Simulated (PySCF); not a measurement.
**H2BO: EPR parameters at several levels of theory**

Aim: compute the EPR parameters of H2BO (`B[O]`) at several levels, and see how far they spread and what each costs.

Programs: PySCF 2.14.0, with density-fitted response routines of our own. Each step states its level of theory. These are calculated values for one molecule in the gas phase, unless marked as measured. Atoms are numbered from 0 throughout.

### 1 The molecule as given

4 atoms, charge 0, multiplicity 2; geometry from: GFN2-xTB.

Bonds of the start (Å): B0–O1 1.24, B0–H2 1.20, B0–H3 1.20.

### 2 Optimising the geometry at PBE0-D3(BJ)/def2-SVP

Job settings and geometry (Å):

```
{"job": {"xc": "PBE0", "basis": "def2-SVP", "d3": "d3bj", "grid": 1, "kind": "geom"}, "charge": 0, "multiplicity": 2}
B      0.046860    -0.004590    -0.237230
O      1.237430    -0.208220    -0.510430
H     -0.599760     0.946490    -0.578890
H     -0.664060    -0.724140     0.409210
```

Output:

```text
step   0  E = -101.04197057  max force = 0.037618
step   1  E = -101.04484995  max force = 0.018013
step   2  E = -101.04536669  max force = 0.007409
step   3  E = -101.04550325  max force = 0.003930
step   4  E = -101.04556828  max force = 0.003693
step   5  E = -101.04560771  max force = 0.000933
step   6  E = -101.04560999  max force = 0.000282
optimisation converged
```

Wall time 10 s (1 thread, shared host).

The steps of the relaxation:

| step | energy from step 0 (eV) | largest force component (eV/Å) |
| --- | --- | --- |
| 0 | 0.0000 | 1.9344 |
| 1 | -0.0784 | 0.9263 |
| 2 | -0.0924 | 0.3810 |
| 3 | -0.0961 | 0.2021 |
| 4 | -0.0979 | 0.1899 |
| 5 | -0.0990 | 0.0480 |
| 6 | -0.0990 | 0.0145 |

Distances of close pairs at the start and the end, largest changes first:

| bond | before (Å) | after (Å) | change (Å) |
| --- | --- | --- | --- |
| B0–O1 | 1.238 | 1.279 | +0.040 |
| B0–H2 | 1.200 | 1.225 | +0.025 |
| B0–H3 | 1.200 | 1.224 | +0.024 |

The next job starts from the end point, and lists it.

| at the end point | value |
| --- | --- |
| point group (found at 0.08 Å tolerance) | C2v |
| rotational constants (GHz, main isotopes) | 223.5, 35.608, 30.715 |
| dipole moment (D) | 1.34 |
| ⟨S²⟩ | 0.759 |

### 3 EPR parameters: B3LYP/IGLO-III+pcH-1

Job settings and geometry (Å):

```
{"job": {"kind": "epr"}, "charge": 0, "multiplicity": 2}
B     -0.006992     0.004191    -0.226807
O      1.225157    -0.218637    -0.486335
H     -0.548016     1.020435    -0.644156
H     -0.649679    -0.796449     0.439958
```

With the program's defaults for keys left out, this is: UKS B3LYP, IGLO-III on B O, pcH-1 on H, non-relativistic, mean-field spin-orbit, GIAO.

Output:

```text
UKS, coarse grid
  cycle   1  E = -101.13684815  |g| = 5.78e-01
  cycle   2  E = -100.22834801  |g| = 1.50e+00
  cycle   3  E = -101.29250730  |g| = 6.46e-02
  cycle   4  E = -101.29474547  |g| = 5.24e-02
  cycle   5  E = -101.29599659  |g| = 2.39e-02
  cycle   6  E = -101.29633653  |g| = 2.01e-03
  cycle   7  E = -101.29634057  |g| = 4.91e-04
UKS, final grid
  cycle   1  E = -101.29633852  |g| = 1.92e-04
  cycle   2  E = -101.29633857  |g| = 1.93e-04
  cycle   3  E = -101.29633858  |g| = 1.23e-04
  cycle   4  E = -101.29633859  |g| = 2.35e-05
  cycle   5  E = -101.29633859  |g| = 4.96e-06
internal stability: stable
E = -101.29633859 Eh   <S^2> = 0.7579 (exact 0.7500)
g shifts (ppm)      1          2          3
  rmc          -259       -259       -259
  gc              4         56         36
  oz_so         227       4465       7342
  total         -27       4263       7120
hyperfine (MHz)  atom isotope    a_iso     a_fc   dipolar eigenvalues
    0   11B     -77.54     -77.54    -12.62      1.71     10.91
    1   17O     -40.58     -40.58   -222.20    104.14    118.06
    2    1H     363.13     363.13     -4.85     -3.59      8.44
    3    1H     362.32     362.32     -4.85     -3.60      8.45
```

It took 12 s on 1 thread, shared host.

Principal g values 2.00229, 2.00658, 2.00944; g(iso) = 2.00610, against 2.00232 for a free electron.

Mean a(iso) over the nuclei that a row names, and the largest dipolar term of the row (other rows stand at the frozen geometry):

| nuclei | isotope | a(iso) (MHz) | a(iso) (G, at g = 2.0023) | largest dipolar term (MHz) |
| --- | --- | --- | --- | --- |
| H2, H3 | 1H | 362.7 | 129.4 | 8.4 |
| B0 | 11B | -77.5 | -27.7 | -12.6 |
| O1 | 17O | -40.6 | -14.5 | -222.2 |

Mulliken spin populations:

| atom | value (e) |
| --- | --- |
| B0 | -0.14 |
| O1 | 0.78 |
| H2 | 0.18 |
| H3 | 0.18 |

In first order the couplings over 0.8 MHz of 1H, 11B give 12 distinct lines over 341.8 G, if the averaged nuclei exchange fast.

### 4 g tensor and hyperfine couplings: PBE/IGLO-III+pcH-1

The job, as its differences from that of step 3:

```diff
@@ -1,2 +1,2 @@
-{"job": {"kind": "epr"}, "charge": 0, "multiplicity": 2}
+{"job": {"kind": "epr", "xc": "PBE"}, "charge": 0, "multiplicity": 2}
 B     -0.006992     0.004191    -0.226807
```

Level: UKS PBE, IGLO-III on B O, pcH-1 on H, non-relativistic, mean-field spin-orbit, GIAO.

Output:

```text
UKS, coarse grid
  cycle   1  E = -101.02363954  |g| = 5.63e-01
  cycle   2  E = -99.63164484  |g| = 1.71e+00
  cycle   3  E = -101.16101629  |g| = 6.81e-02
  cycle   4  E = -101.16154005  |g| = 7.22e-02
  cycle   5  E = -101.16395936  |g| = 2.34e-02
  cycle   6  E = -101.16422203  |g| = 2.29e-03
  cycle   7  E = -101.16422474  |g| = 7.14e-04
UKS, final grid
  cycle   1  E = -101.16422150  |g| = 2.36e-03
  cycle   2  E = -101.16419338  |g| = 8.43e-03
  cycle   3  E = -101.16422405  |g| = 1.69e-04
  cycle   4  E = -101.16422407  |g| = 2.26e-05
  cycle   5  E = -101.16422407  |g| = 1.18e-05
internal stability: stable
E = -101.16422407 Eh   <S^2> = 0.7548 (exact 0.7500)
g shifts (ppm)      1          2          3
  rmc          -238       -238       -238
  gc              7         54         32
  oz_so         202       2761       6717
  total         -29       2577       6510
hyperfine (MHz)  atom isotope    a_iso     a_fc   dipolar eigenvalues
    0   11B     -68.60     -68.60    -14.01      5.86      8.15
    1   17O     -19.85     -19.85   -201.74     94.95    106.79
    2    1H     380.37     380.37     -5.31     -4.14      9.45
    3    1H     379.55     379.55     -5.31     -4.14      9.46
```

Run time: 12 s. Hardware: 1 thread, shared host.

Key values: g(iso) 2.00534.

### 5 g tensor and hyperfine couplings: PBE0/IGLO-III+pcH-1

Job settings and geometry (Å):

```
{"job": {"kind": "epr", "xc": "PBE0"}, "charge": 0, "multiplicity": 2}
B     -0.006992     0.004191    -0.226807
O      1.225157    -0.218637    -0.486335
H     -0.548016     1.020435    -0.644156
H     -0.649679    -0.796449     0.439958
```

With the program's defaults for keys left out, this is: UKS PBE0, IGLO-III on B O, pcH-1 on H, non-relativistic, mean-field spin-orbit, GIAO.

Output:

```text
UKS, coarse grid
  cycle   1  E = -101.01629227  |g| = 5.41e-01
  cycle   2  E = -100.32359031  |g| = 1.35e+00
  cycle   3  E = -101.15949881  |g| = 7.25e-02
  cycle   4  E = -101.16275447  |g| = 4.76e-02
  cycle   5  E = -101.16397986  |g| = 2.12e-02
  cycle   6  E = -101.16431751  |g| = 1.92e-03
  cycle   7  E = -101.16432332  |g| = 6.27e-04
UKS, final grid
  cycle   1  E = -101.16432327  |g| = 2.60e-04
  cycle   2  E = -101.16432340  |g| = 1.41e-04
  cycle   3  E = -101.16432342  |g| = 1.59e-04
  cycle   4  E = -101.16432344  |g| = 4.94e-05
  cycle   5  E = -101.16432344  |g| = 5.60e-06
internal stability: stable
E = -101.16432344 Eh   <S^2> = 0.7592 (exact 0.7500)
g shifts (ppm)      1          2          3
  rmc          -260       -260       -260
  gc              4         56         38
  oz_so         255       4482       7292
  total          -0       4278       7070
hyperfine (MHz)  atom isotope    a_iso     a_fc   dipolar eigenvalues
    0   11B     -81.58     -81.58    -12.35      0.58     11.76
    1   17O     -37.74     -37.74   -223.92    104.32    119.60
    2    1H     337.49     337.49     -4.35     -3.15      7.51
    3    1H     336.75     336.75     -4.35     -3.16      7.52
```

Run time: 9.4 s. Hardware: 1 thread, shared host.

In short: g(iso) 2.00610.

### 6 EPR parameters: BHandHLYP/IGLO-III+pcH-1

Job settings and geometry (Å):

```
{"job": {"kind": "epr", "xc": "BHandHLYP"}, "charge": 0, "multiplicity": 2}
B     -0.006992     0.004191    -0.226807
O      1.225157    -0.218637    -0.486335
H     -0.548016     1.020435    -0.644156
H     -0.649679    -0.796449     0.439958
```

With the program's defaults for keys left out, this is: UKS BHandHLYP, IGLO-III on B O, pcH-1 on H, non-relativistic, mean-field spin-orbit, GIAO.

Output:

```text
UKS, coarse grid
  cycle   1  E = -101.06817187  |g| = 5.44e-01
  cycle   2  E = -100.75510462  |g| = 1.06e+00
  cycle   3  E = -101.22587357  |g| = 8.27e-02
  cycle   4  E = -101.23381357  |g| = 4.07e-02
  cycle   5  E = -101.23677747  |g| = 1.11e-02
  cycle   6  E = -101.23711995  |g| = 3.81e-03
  cycle   7  E = -101.23714891  |g| = 1.78e-03
  cycle   8  E = -101.23715322  |g| = 3.62e-04
UKS, final grid
  cycle   1  E = -101.23715199  |g| = 2.93e-04
  cycle   2  E = -101.23715200  |g| = 3.57e-04
  cycle   3  E = -101.23715205  |g| = 5.50e-05
  cycle   4  E = -101.23715205  |g| = 9.96e-06
internal stability: stable
E = -101.23715205 Eh   <S^2> = 0.7623 (exact 0.7500)
g shifts (ppm)      1          2          3
  rmc          -280       -280       -280
  gc              0         58         44
  oz_so         262       7098       7955
  total         -18       6875       7718
hyperfine (MHz)  atom isotope    a_iso     a_fc   dipolar eigenvalues
    0   11B     -89.89     -89.89    -10.62     -3.88     14.51
    1   17O     -66.62     -66.62   -244.79    114.09    130.70
    2    1H     302.65     302.65     -3.95     -2.88      6.83
    3    1H     301.98     301.98     -3.95     -2.89      6.84
```

Run time: 10 s. Hardware: 1 thread, shared host.

This run: g(iso) 2.00718.

### 7 g tensor and hyperfine couplings: HF/IGLO-III+pcH-1

Job settings and geometry (Å):

```
{"job": {"kind": "epr", "xc": "HF"}, "charge": 0, "multiplicity": 2}
B     -0.006992     0.004191    -0.226807
O      1.225157    -0.218637    -0.486335
H     -0.548016     1.020435    -0.644156
H     -0.649679    -0.796449     0.439958
```

With the program's defaults for keys left out, this is: UKS HF, IGLO-III on B O, pcH-1 on H, non-relativistic, mean-field spin-orbit, GIAO.

Output:

```text
UKS, final grid
  cycle   1  E = -100.54618708  |g| = 4.93e-01
  cycle   2  E = -100.59686470  |g| = 5.43e-01
  cycle   3  E = -100.70627648  |g| = 9.76e-02
  cycle   4  E = -100.72569123  |g| = 6.25e-02
  cycle   5  E = -100.73840846  |g| = 3.02e-02
  cycle   6  E = -100.74153454  |g| = 1.23e-02
  cycle   7  E = -100.74191293  |g| = 4.27e-03
  cycle   8  E = -100.74195155  |g| = 1.72e-03
  cycle   9  E = -100.74195408  |g| = 1.31e-03
  cycle  10  E = -100.74195641  |g| = 4.02e-04
  cycle  11  E = -100.74195664  |g| = 6.36e-05
  cycle  12  E = -100.74195665  |g| = 3.65e-05
  cycle  13  E = -100.74195665  |g| = 9.30e-06
  cycle  14  E = -100.74195665  |g| = 2.36e-06
internal stability: stable
E = -100.74195665 Eh   <S^2> = 0.7690 (exact 0.7500)
g shifts (ppm)      1          2          3
  rmc          -306       -306       -306
  gc             -1         55         59
  oz_so         363       7848      10220
  total          56       7598       9973
hyperfine (MHz)  atom isotope    a_iso     a_fc   dipolar eigenvalues
    0   11B    -108.07    -108.07     -9.50     -8.41     17.91
    1   17O    -109.13    -109.13   -258.51    116.98    141.53
    2    1H     211.37     211.37     -3.42     -3.22      6.65
    3    1H     210.92     210.92     -3.42     -3.22      6.64
```

Wall time 4.6 s (1 thread, shared host).

Key values: g(iso) 2.00819.

### 8 g tensor and hyperfine couplings: CAM-B3LYP/IGLO-III+pcH-1

Job settings and geometry (Å):

```
{"job": {"kind": "epr", "xc": "CAM-B3LYP"}, "charge": 0, "multiplicity": 2}
B     -0.006992     0.004191    -0.226807
O      1.225157    -0.218637    -0.486335
H     -0.548016     1.020435    -0.644156
H     -0.649679    -0.796449     0.439958
```

Method: UKS CAM-B3LYP, IGLO-III on B O, pcH-1 on H, non-relativistic, mean-field spin-orbit, GIAO.

Output:

```text
UKS, coarse grid
  cycle   1  E = -101.07086258  |g| = 5.89e-01
  cycle   2  E = -100.63582620  |g| = 1.21e+00
  cycle   3  E = -101.23793621  |g| = 6.96e-02
  cycle   4  E = -101.24260642  |g| = 3.57e-02
  cycle   5  E = -101.24427462  |g| = 1.24e-02
  cycle   6  E = -101.24463103  |g| = 3.26e-03
  cycle   7  E = -101.24466020  |g| = 1.23e-03
  cycle   8  E = -101.24466282  |g| = 3.64e-04
UKS, final grid
  cycle   1  E = -101.24466143  |g| = 4.21e-04
  cycle   2  E = -101.24466137  |g| = 6.52e-04
  cycle   3  E = -101.24466152  |g| = 4.87e-05
  cycle   4  E = -101.24466153  |g| = 8.55e-06
internal stability: stable
E = -101.24466153 Eh   <S^2> = 0.7593 (exact 0.7500)
g shifts (ppm)      1          2          3
  rmc          -263       -263       -263
  gc              2         56         37
  oz_so         231       5078       7616
  total         -30       4870       7389
hyperfine (MHz)  atom isotope    a_iso     a_fc   dipolar eigenvalues
    0   11B     -82.89     -82.89    -11.78     -0.02     11.80
    1   17O     -37.08     -37.08   -229.01    107.33    121.68
    2    1H     351.71     351.71     -4.40     -3.31      7.71
    3    1H     350.93     350.93     -4.40     -3.32      7.72
```

Wall time 15 s (1 thread, shared host).

Key values: g(iso) 2.00640.

### 9 Comparing the runs: EPR parameters

g, ⟨S²⟩ and isotropic hyperfine couplings (MHz), with basis size and wall time:

| run | g(iso) | ⟨S²⟩ | 1H H2 (mean) | 11B B0 | 17O O1 | functions | time |
| --- | --- | --- | --- | --- | --- | --- | --- |
| B3LYP/IGLO-III+pcH-1 | 2.00610 | 0.758 | 362.7 | -77.5 | -40.6 | 90 | 12 s |
| PBE/IGLO-III+pcH-1 | 2.00534 | 0.755 | 380.0 | -68.6 | -19.8 | 90 | 12 s |
| PBE0/IGLO-III+pcH-1 | 2.00610 | 0.759 | 337.1 | -81.6 | -37.7 | 90 | 9.4 s |
| BHandHLYP/IGLO-III+pcH-1 | 2.00718 | 0.762 | 302.3 | -89.9 | -66.6 | 90 | 10 s |
| HF/IGLO-III+pcH-1 | 2.00819 | 0.769 | 211.1 | -108.1 | -109.1 | 90 | 4.6 s |
| CAM-B3LYP/IGLO-III+pcH-1 | 2.00640 | 0.759 | 351.3 | -82.9 | -37.1 | 90 | 15 s |

### 10 What came out

| quantity | value |
| --- | --- |
| point group | C2v |
| rotational constants (main isotopes) | 223.53, 35.61, 30.72 GHz |
| g(iso) (B3LYP) | 2.00610 |
| ⟨S²⟩ | 0.758 (exact 0.75) |
| largest a(iso) (averaged by class) | 1H on H2, H3, 362.7 MHz |

In words: Single values in the summary come from the first run of each kind that ended normally (B3LYP/IGLO-III+pcH-1), which need not be the best level. Over 6 steps the energy fell by 0.099 eV; of the close pairs, B0–O1 changed most, 1.238 to 1.279 Å. No frequency check was run at this level, so the end point may be a saddle. O1 carries the largest spin population, 0.78 e. The isotropic g lies 3.8 ppt above the free-electron value. The coupling of 1H on H2 runs from 211.1 (HF/IGLO-III+pcH-1) to 380.0 MHz (PBE/IGLO-III+pcH-1).
